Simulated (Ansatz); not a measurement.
Calculated with Ansatz (gas phase, PBE0-D4/def2-TZVP geometries, no zero-point term in ΔE). CBS: MP2 limit from def2 TZ/QZ plus the TZ coupled-cluster correction, frozen cores. This one scheme is used for every species, atoms too. DFT in def2-TZVPP. B3LYP here is the variant with VWN-RPA as its local correlation; programs differ in this. No spin–orbit coupling; open shells (•) take unrestricted orbitals. Spin–orbit coupling would lower the free atoms: a little for C, F, O. One conformer a species, not always the lowest.

Consider the atomization: `C=C(F)C(C)O` → 4 C• + F• + 7 H• + O•.

```tsv
level	ΔE (kJ/mol)
B3LYP-D4	5295.9
ωB97X-V	5303.4
B3LYP	5258.6
HF/def2-TZVPP	3835.8
HF/def2-QZVPP	3840.7
MP2/def2-QZVPP	5352.3
HF/CBS(def2)	3841.5
CCSD/CBS(def2)	5213.2
```

**Question.** What does CCSD(T)/CBS give? (Best estimate.)

**Answer.** The calculation gave: +5297.5 kJ/mol. The listed levels differ from it by -1.6, 5.9, -38.9, -1461.7, -1456.8, 54.8, -1456.0, -84.3 kJ/mol.

Largest T1 diagnostic among the species: 0.011.

The D4 term adds +37.2 kJ/mol with B3LYP and +19.6 kJ/mol with PBE0; it sums over pairs of atoms, weighted by their polarisabilities, and B3LYP, whose exchange is more repulsive, gets the larger term. From PBE to PBE0 (25 % exact exchange), in def2-TZVPP and without D4, ΔE moves by −114.8 kJ/mol: exact exchange takes away binding that semilocal exchange gives to molecules. In def2-TZVPP, CCSD(T) changes the Hartree–Fock value by +1333.2 kJ/mol (the triples alone add +84.3 kJ/mol) and MP2 by +1441.1 kJ/mol; breaking electron pairs costs correlation energy, which Hartree–Fock lacks.

For atomizations the MP2-based limit and the directly extrapolated one differ by several kJ/mol either way, and by 10 to 25 for some Ge, Se and Sn compounds, so smaller differences from it don't rank the levels.
